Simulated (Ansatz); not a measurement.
# C₃H₃FO: one species, many methods

Aim: compute C₃H₃FO with functionals from several rungs and with coupled cluster, and see how far each lands from CCSD(T) at the basis-set limit for the atomisation energy.

Method: functionals in def2-TZVPP, the program's frozen cores in correlated methods; program: Ansatz 0.2.0, Gaussian basis.

Levels to be run: LDA (SPW92), PBE-D4, revPBE-D4, BLYP-D4, r2SCAN-D4, B97M-V, PBE0-D4, B3LYP-D4, r2SCANh-D4, r2SCAN0-D4, HSE06-D4, BHLYP-D4, CAM-B3LYP-D4, LC-ωPBE, ωB97X-V, ωB97M-V, B2PLYP, PBE-QIDH; CCSD(T)/def2-SVP; CCSD(T)/def2-TZVPP; MP2/def2-QZVPP; extrapolation to the limit; RPA on PBE.

**1. The relaxed structure**

The geometry comes from an earlier relaxation with PBE0-D4 in a triple-zeta def2 set; it is a stationary point, not always the lowest conformer.

SMILES `OCC#CF`, 8 atoms, charge 0, spin multiplicity 1.

Atoms are counted from 1 here; the program's logs count them from 0.

Bond lengths: O1–C2 1.410 Å, O1–H6 0.961 Å, C2–C3 1.461 Å, C2–H7 1.098 Å, C2–H8 1.092 Å, C3–C4 1.195 Å, C4–F5 1.273 Å. Angles: C2–O1–H6 108.1°, O1–C2–C3 113.5°, O1–C2–H7 111.4°, O1–C2–H8 106.1°, C3–C2–H7 108.9°, C3–C2–H8 109.6°, H7–C2–H8 107.1°, C2–C3–C4 178.3°, C3–C4–F5 179.5°.

Coordinates:

```csv
atom,x (Å),y (Å),z (Å)
O1,-0.71302,-0.23371,1.54928
C2,-0.07191,-0.76321,0.41070
C3,0.12907,0.21705,-0.65401
C4,0.30553,1.04167,-1.50087
F5,0.48677,1.91535,-2.40884
H6,-0.22774,0.54703,1.82940
H7,0.89703,-1.21121,0.66932
H8,-0.71354,-1.57018,0.04932
```

**2. LDA**

This LDA is Slater exchange with PW92 correlation.

Contents of in.yaml:

```yaml
crystal:
  periodic: [false, false, false]
  atoms:
    - {symbol: O, position_ang: [-0.713016, -0.233713, 1.549277]}
    - {symbol: C, position_ang: [-0.071907, -0.763207, 0.410699]}
    - {symbol: C, position_ang: [0.129071, 0.217050, -0.654012]}
    - {symbol: C, position_ang: [0.305528, 1.041673, -1.500868]}
    - {symbol: F, position_ang: [0.486774, 1.915354, -2.408840]}
    - {symbol: H, position_ang: [-0.227744, 0.547026, 1.829403]}
    - {symbol: H, position_ang: [0.897030, -1.211207, 0.669324]}
    - {symbol: H, position_ang: [-0.713536, -1.570175, 0.049317]}
basis:
  gaussian: {orbitals: def2-TZVPP}
hamiltonian: {xc: lda}
output: {orbitals: {seedname: orbitals}}
```

Launch:

```
> ansatz run in.yaml --threads 2 --pin off --events-out ev --progress --plain --max-ram 4352MiB
```

The runs that follow: PBE-D4 (GGA); revPBE-D4 (GGA); BLYP-D4 (GGA); r2SCAN-D4 (meta-GGA); B97M-V (meta-GGA); B3LYP-D4 (hybrid); r2SCANh-D4 (hybrid); r2SCAN0-D4 (hybrid); HSE06-D4 (hybrid); BHLYP-D4 (hybrid); CAM-B3LYP-D4 (range-separated); LC-ωPBE (range-separated); ωB97X-V (range-separated); ωB97M-V (range-separated); B2PLYP (double hybrid); PBE-QIDH (double hybrid); CCSD(T) in def2-SVP; CCSD(T) in def2-TZVPP; MP2 in def2-QZVPP; RPA on PBE orbitals.

**Question.** What will the summary of the whole plan be? Wanted: atomisation energy, CCSD(T)/CBS; farthest beyond LDA; mean size of error, GGA; mean size of error, meta-GGA; mean size of error, hybrid; mean size of error, range-separated; mean size of error, double hybrid; gap, smallest and largest; T1 diagnostic.

**Answer**, as computed:

| quantity | value |
| --- | --- |
| atomisation energy, CCSD(T)/CBS | 789.6 kcal/mol |
| functionals within 3.9 kcal/mol (0.5 %) | B97M-V, B3LYP-D4, ωB97X-V, ωB97M-V, PBE-QIDH |
| farthest beyond LDA | BHLYP-D4 (-39.5 kcal/mol) |
| mean size of error, GGA | 18.2 kcal/mol |
| mean size of error, meta-GGA | 2.1 kcal/mol |
| mean size of error, hybrid | 13.4 kcal/mol |
| mean size of error, range-separated | 3.4 kcal/mol |
| mean size of error, double hybrid | 3.7 kcal/mol |
| gap, smallest and largest | 5.97 eV (LDA (SPW92)), 13.43 eV (LC-ωPBE) |
| T1 diagnostic | 0.0121 |
| triples share of the correlation energy | 3.9 % |

What this shows: The LDA atomisation energy is off by 153.5 kcal/mol (19 %): it overbinds. PBE-D4 misses by +37.5 kcal/mol. Double hybrids carry the basis error of their MP2 part in triple zeta, and no dispersion term here, so their miss is partly the set-up's. The rungs meta-GGA, range-separated, double hybrid miss on average by less than the doubt on the reference (3.9 kcal/mol), so they tie; GGA functionals have the largest mean beyond LDA (18.2 kcal/mol). The reference freezes the cores and leaves out relativity and excitations past (T), so misses under about 3.9 kcal/mol can't be ranked. Hartree-Fock recovers 68 % of the binding; the rest is correlation. CCSD(T) in def2-SVP is off by -38.7 kcal/mol, worse than the median functional, from the basis alone. Orbital gaps span 6.0 to 13.4 eV; exact exchange widens them.
